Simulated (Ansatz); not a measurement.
**C3HF (SMILES FC1=C=C1): functionals against CCSD(T) at one geometry**

An exercise on one series of results from a longer session: the logs are not shown, and one member is left open.

Computed with Ansatz 0.2.0, Gaussian basis. Level: single points in def2-TZVPP.

Cores are frozen in the correlated methods.

## Starting geometry

5 atoms, charge 0, spin multiplicity 1.

Atoms are counted from 1 here; the program's logs count them from 0.

Bond lengths: F1–C2 1.068 Å, C2–C3 1.546 Å, C2–C4 1.502 Å, C3–C4 1.547 Å, C4–H5 1.122 Å. Angles: F1–C2–C3 162.8°, F1–C2–C4 135.0°, C3–C2–C4 61.0°, C2–C3–C4 58.1°, C2–C4–C3 60.9°, C2–C4–H5 164.3°, C3–C4–H5 134.6°.

Geometry (Å):

```
F    -0.8395   -0.5443    1.4260
C    -0.3330    0.1201    0.7608
C     0.5136    1.2844    0.1984
C     0.2215    0.0115   -0.6314
H     0.5246   -0.3536   -1.6485
```

The first run:

Input file run/in.yaml:

```yaml
crystal:
  periodic: [false, false, false]
  atoms:
    - {symbol: F, position_ang: [-0.839500, -0.544300, 1.426000]}
    - {symbol: C, position_ang: [-0.333000, 0.120100, 0.760800]}
    - {symbol: C, position_ang: [0.513600, 1.284400, 0.198400]}
    - {symbol: C, position_ang: [0.221500, 0.011500, -0.631400]}
    - {symbol: H, position_ang: [0.524600, -0.353600, -1.648500]}
basis:
  gaussian: {orbitals: def2-TZVPP}
correlation: {method: ccsd_t}
output: {forces: true}
```

The command line of these runs was not kept.

Among the steps run: CCSD(T)/def2-TZVPP; PBE0-D4/def2-TZVPP; wB97M-V/def2-TZVPP; r2SCAN-D4/def2-TZVPP; PBE-D4/def2-TZVPP; LC-wPBE/def2-TZVPP; r2SCAN0-D4/def2-TZVPP.

One table of the session follows, with a row left open; its other results are not shown here.

```
    method  RMS force component (eV/Å)  angle to CCSD(T) forces (°)  dipole (D)
   CCSD(T)                       9.854                    reference        3.28
   PBE0-D4                       9.765                          2.2        3.34
   wB97M-V                       9.892                          2.0        3.33
 r2SCAN-D4                       9.723                          1.3        3.39
    PBE-D4                       9.783                          0.8        3.38
   LC-wPBE                           ?                            ?           ?
r2SCAN0-D4                       9.722                          3.0        3.34
```

Estimate the missing values for LC-wPBE.

As computed: RMS force component (eV/Å): 10.088; angle to CCSD(T) forces (°): 3.5; dipole (D): 3.42. In the column «RMS force component (eV/Å)» it is the highest.
